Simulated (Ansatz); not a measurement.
Mulliken charges of `[SiH2]1SS1` from ωB97M-V/def2-TZVPP in Ansatz (PBE0-D4/def2-TZVP geometry).

```tsv
atom	x (Å)	y (Å)	z (Å)	charge (e)
Si1	-0.240	0.214	-0.210	0.314
S2	1.731	-0.310	0.267	-0.155
S3	0.067	-1.347	1.151	-0.155
H4	-0.744	-0.126	-1.556	-0.002
H5	-0.763	1.495	0.307	-0.002
```

Question: By hand: the dipole of these point charges (1 e Å = 4.8032 D).

Answer: Σ q r = (-0.351, 0.321, -0.283) e Å, of length 0.553 e Å = 2.66 D.

Question: How does the dipole of the full density compare? (An estimate is asked.)

Answer: The calculation gave: (-0.269, 0.246, -0.217) e Å, 2.04 D; the point charges give 1.30 times that, at 0° from its direction.

Point charges leave out the atoms' own dipoles, such as those of lone pairs, and Mulliken's split depends on the basis, so the two needn't agree.
